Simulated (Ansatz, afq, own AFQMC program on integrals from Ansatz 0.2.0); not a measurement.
Integrals from Ansatz 0.2.0, then the random walk in our own AFQMC program (afq).

```yaml
crystal:
  periodic: [false, false, false]
  atoms:
    - {symbol: Si, position_ang: [0.000000, 0.000000, 0.000000]}
    - {symbol: Al, position_ang: [0.000000, 0.000000, 8.194000]}
basis:
  gaussian: {orbitals: cc-pVDZ}
magnetization: {spin_polarized: true, initial_magnetization: 3}
correlation: {method: ccsd_t, electrons: outside_noble_gas, hamiltonian_folder: ham}
```

```sh
$ ansatz run in.yaml --threads 1 --pin off --events-out ev --progress --plain --max-ram 24576MiB --backend cuda --devices 0, --max-vram 18GiB
```

afq runs on the folder ham with

```
--method free --trial cisd --walkers 20 --time-step 0.05 --max-blocks 120 --target-error 0.00128 --factor-cut 1e-05 --seed 4185 --times 0.0,0.2,0.4,0.8,1.2 --taylor-order 10
```

Times are imaginary, in 1/Eh. The walk had a cap of 60 s.

Output of the walk:

```
orbitals 26  electrons 5 2  factors 138 of 367
reference energy -530.72371654 Eh
CCSD correlation -0.11108557 Eh in 12 cycles, weight of the determinant in the CISD state 0.8797
repeat  energy at the last time / Eh  error
    10  -530.836560  0.000455
    20  -530.836426  0.000264
    30  -530.836442  0.000201
time / (1/Eh)  energy / Eh  error  mean overlap
  0.00  -530.834636  0.000158  1.1347
  0.20  -530.835128  0.000174  1.1456
  0.40  -530.835592  0.000209  1.1520
  0.80  -530.836051  0.000155  1.1802
  1.20  -530.836442  0.000195  1.1981
energy -530.836442 +/- 0.000195 Eh
```

The run passed its tests (error under three times the target), which doesn't prove that it has relaxed.

Against this walk (error 5.3 meV) on the same determinant: CCSD(T) 1.1 meV lower (within the noise), CCSDT(Q) 22.8 meV lower, CCSDTQ 23.5 meV lower, full CI 23.9 meV lower. The error is statistical, and a free projection of finite length keeps a remainder of its start. The projection is still falling at its last time (meV from the last point: 49 ± 4 at 0.00, 36 ± 5 at 0.20, 23 ± 6 at 0.40, 11 ± 4 at 0.80, 0 ± 5 at 1.20), so its energy is a cut-off value, and the gaps above aren't errors of the other methods. Full CI is exact here, so the walk's 24 meV above it is the walk's own error: what remains of the start.

Cautions: remainder of the start not in the error; lower spins were not checked; so few walkers bias the energy; the time-step error isn't removed.

The walk took 2.1 s on 1 × NVIDIA H100 80GB HBM3 with 2 threads of AMD EPYC 7R13 Processor (Zen 3), on a shared host (the card was shared). The log's last line is the free-projection energy.

CCSDT and higher add their correlation energy to the determinant of the CCSD(T) run, since their own runs factorise the integrals more tightly (a shift of under 2 meV). A walk keeps the symmetry of its determinant, which the program's search chose and which needn't be the lowest solution, so a lower state of the same spin and another symmetry isn't excluded.
